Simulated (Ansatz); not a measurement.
`CC(F)C(F)F`, relaxed with RKS PBE0-D4/def2-TZVP in the Gaussian-basis code of Ansatz from a PBE-D4/def2-SVP geometry. The force threshold is 0.005 eV/Å; the program also tests the step.

Total charge 0; spin multiplicity 1.

Start:

```xyz
11

C     0.152    1.047    0.751
C    -0.336    0.264   -0.451
F     0.202    0.790   -1.624
C     0.049   -1.216   -0.403
F    -0.636   -1.816    0.619
F     1.385   -1.360   -0.161
H     1.256    0.993    0.813
H    -0.155    2.107    0.668
H    -0.278    0.621    1.678
H    -1.447    0.306   -0.533
H    -0.192   -1.736   -1.359
```

Task: By how much does the energy fall, and how many steps does the optimiser take? (An estimate is asked.)

Result: Computed: 4.10 kJ/mol, in 4 steps.

Task: Which bonds change most? (An estimate is asked.)

Result: Ansatz gave: C4–H11 from 1.115 to 1.094 Å; C2–H10 from 1.114 to 1.096 Å; C1–H7 from 1.107 to 1.090 Å; C1–H9 from 1.108 to 1.091 Å.

Task: Give the relaxed structure. (Estimate.)

Result: The calculation gave: 
```xyz
11

C     0.154    1.042    0.747
C    -0.334    0.260   -0.441
F     0.199    0.782   -1.607
C     0.046   -1.209   -0.404
F    -0.634   -1.813    0.603
F     1.367   -1.363   -0.159
H     1.242    1.005    0.807
H    -0.163    2.081    0.660
H    -0.263    0.625    1.666
H    -1.425    0.308   -0.529
H    -0.188   -1.718   -1.344
```
